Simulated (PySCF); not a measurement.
CS2.
Numbering: `[S:1]=[C:2]=[S:3]`

Geometry (GFN2-xTB, Å), atoms numbered from 1 in this order:
```xyz
3
CS2 angstrom
S     -1.5077    0.4133   -0.0062
C      0.0038    0.0698   -0.0042
S      1.5154   -0.2738   -0.0022
```

Computed with PBE0/pcSseg-1 in PySCF (dipole) on a GFN2-xTB geometry, gas phase.

Take the most abundant isotopes and a rigid rotor. 

Problem. What are the moment of inertia and the rotational constant?

Solution. I = 153.647 u·Å², B = 505379 MHz·u·Å²/I = 3289 MHz (0.1097 cm⁻¹, or 0.158 K as hB/k).

Problem. List the first levels of a rigid rotor in a Σ state.

Solution. E(J) = BJ(J+1): J = 1: 0.219, J = 2: 0.658, J = 3: 1.317, J = 4: 2.194, J = 5: 3.291, J = 6: 4.608 cm⁻¹. The exchanged nuclei have no spin, so only every second level exists.

Problem. Has it a pure rotational spectrum?

Solution. Not by electric dipole: D∞h allows no dipole (computed 0.00 D). Rotational Raman lines (ΔJ = 2) lie at B(4J + 6), spaced by 8B = 0.878 cm⁻¹ as every second level is missing.

Problem. Estimate the classical rotational partition function at 50 K, 100 K and 298.15 K.

Solution. Point group D∞h, symmetry number σ = 2; q = kT/(σhB), k/h = 20836.6 MHz/K: 158 at 50 K, 317 at 100 K, 944 at 298.15 K.

No frequency check. Constants of a rigid frame at the computed geometry: no zero-point averaging, no centrifugal distortion.
